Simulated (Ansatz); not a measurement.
Reaction (SMILES): CCC -> C[CH2] (C2H5) + [CH3] (CH3) (the C-C bond breaks)

Wanted: bond dissociation energy (enthalpy at 298 K), in kcal/mol. Set-up: 6-31G* and kin with 6d, 5d where marked; non-relativistic; LANL2DZ all-electron up to Ne; frozen cores in correlated levels; spin-orbit terms left out; 6-311+G** with 5d; open shells spin-unrestricted. CBS marks a two-point X^-3 extrapolation of the correlation energy; Hartree-Fock from the larger set. The bracket is a focal-point correction in the basis named. First-principles rows: single points at B3LYP-D3(BJ) geometries (Ansatz, a first-principles code), with unscaled harmonic terms from B3LYP/6-31G* at its own minima.

Measured values: Active Thermochemical Tables 1.112 (ions: stationary electron), as tabulated in the package chemicals; G2/97 table in ASE (Curtiss et al.); they hold spin-orbit and core effects, anharmonicity. 

Value to compare with, the measured value: 88.9 kcal/mol.

```json
[
 {"level": "MP2/STO-3G", "program": "Ansatz", "bond dissociation energy (enthalpy at 298 K) (kcal/mol)": "105.3", "error": "16.4"},
 {"level": "MP2/3-21G", "program": "Ansatz", "bond dissociation energy (enthalpy at 298 K) (kcal/mol)": "84.5", "error": "-4.4"},
 {"level": "MP2/LANL2DZ", "program": "Ansatz", "bond dissociation energy (enthalpy at 298 K) (kcal/mol)": "77.4", "error": "-11.5"},
 {"level": "MP2/6-31G*", "program": "Ansatz", "bond dissociation energy (enthalpy at 298 K) (kcal/mol)": "90.9", "error": "2.0"},
 {"level": "MP2/6-311+G**", "program": "Ansatz", "bond dissociation energy (enthalpy at 298 K) (kcal/mol)": "89.7", "error": "0.8"},
 {"level": "RI-MP2/CBS(cc-pVTZ,cc-pVQZ)+[CCSD(T)-MP2]/cc-pVTZ", "program": "Ansatz", "bond dissociation energy (enthalpy at 298 K) (kcal/mol)": "89.3", "error": "0.4"}
]
```

Among the 5 habitual levels, MP2/STO-3G lies farthest from the measured value (16.4 kcal/mol) and MP2/6-311+G** nearest (0.8); 3 of 5 lie above it, and their mean absolute error is 7.0 kcal/mol, the median 4.4. One case shows no general order.

The sets are all those run for this method; runs whose electronic state is in doubt are left out.
